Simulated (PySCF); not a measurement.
# Reproducing measurements on C4H4S

**Measured values to compare with.**

From NIST CCCBDB Release 22 (SRD 101), experimental dipoles, for the gas: dipole moment (dielectric constant against temperature) 0.55 D.

NIST CCCBDB Release 22 (SRD 101), experimental polarizabilities lists, for the gas: mean polarisability 9.01 Å³.

How close the calculation comes is told at the end.

Species: C4H4S.
SMILES with atom numbers: `[cH:1]1[cH:2][cH:3][s:4][cH:5]1` (hydrogens: H6 on C1; H7 on C2; H8 on C3; H9 on C5)

Structure used (PBE0-D3(BJ)/def2-TZVP), in Å, numbered top down from 1:
```xyz
9
C4H4S angstrom
C     -0.606   -0.379    0.684
C      0.726   -0.630    0.272
C      1.118    0.185   -0.749
S     -0.130    1.252   -1.208
C     -1.194    0.620   -0.035
H     -1.106   -0.914    1.480
H      1.367   -1.382    0.712
H      2.071    0.212   -1.255
H     -2.193    1.016    0.065
```

Runs made with PySCF (gas phase, on this PBE0-D3(BJ)/def2-TZVP geometry; no spin–orbit coupling):

```csv
level,job,basis functions
"PBE0-D3(BJ)/def2-TZVP, grid level 2",geometry optimisation from a GFN2-xTB start shaken at random,185
B97-2/pcSseg-2,"shieldings, ring-centre shieldings",243
KT3/pcSseg-2,"shieldings, ring-centre shieldings",243
PBE0/pcSseg-2,"shieldings, ring-centre shieldings, charges and field gradients, density and orbital grids written",243
wB97X-D/pcSseg-2,"shieldings, ring-centre shieldings",243
CAM-B3LYP/aug-cc-pVTZ,"10 singlets by full TDDFT, 4 Tamm–Dancoff triplets, polarisability",326
PBE0/aug-cc-pVTZ,"10 singlets by full TDDFT, 4 Tamm–Dancoff triplets, polarisability, dynamic polarisability, density and orbital grids written",326
wB97X-D/aug-cc-pVTZ,"10 singlets by full TDDFT, 4 Tamm–Dancoff triplets, polarisability, ΔSCF ions",326
```

Results beside the measurements:

**Dipole moment.** Measured: 0.55 D (NIST CCCBDB Release 22 (SRD 101), experimental dipoles).

```
                level  computed (D)  computed − measured (D)  % (from the printed values)
PBE0-D3(BJ)/def2-TZVP          0.49                    -0.06                          -11
       B97-2/pcSseg-2          0.50                    -0.05                           -9
         KT3/pcSseg-2          0.46                    -0.09                          -16
        PBE0/pcSseg-2          0.49                    -0.06                          -11
     wB97X-D/pcSseg-2          0.51                    -0.04                           -7
CAM-B3LYP/aug-cc-pVTZ          0.50                    -0.05                           -9
     PBE0/aug-cc-pVTZ          0.52                    -0.03                           -5
  wB97X-D/aug-cc-pVTZ          0.53                    -0.02                           -4
```

Closest is wB97X-D/aug-cc-pVTZ (-0.02 D), furthest KT3/pcSseg-2 (-0.09 D); one molecule doesn't rank methods. All 8 levels lie below the measurement. The computed dipoles belong to one fixed geometry; measured ones are averaged over vibrations unless marked μe. Magnitudes are compared, not signs.

**Mean polarisability.** Measured: 9.01 Å³ (NIST CCCBDB Release 22 (SRD 101), experimental polarizabilities).

| level | computed (Å³) | computed − measured (Å³) | % (from the printed values) |
| --- | --- | --- | --- |
| CAM-B3LYP/aug-cc-pVTZ | 9.37 | +0.36 | +4 |
| PBE0/aug-cc-pVTZ | 9.38 | +0.37 | +4 |
| wB97X-D/aug-cc-pVTZ | 9.37 | +0.36 | +4 |

All 3 levels lie above the measurement. The computed values are static and purely electronic, with core orbitals frozen in the response (1 au = 0.148185 Å³). The table of measured values doesn't say here whether a value is static or optical, or holds a vibrational part.

No measured geometry was used, and the causes of the misses weren't examined.
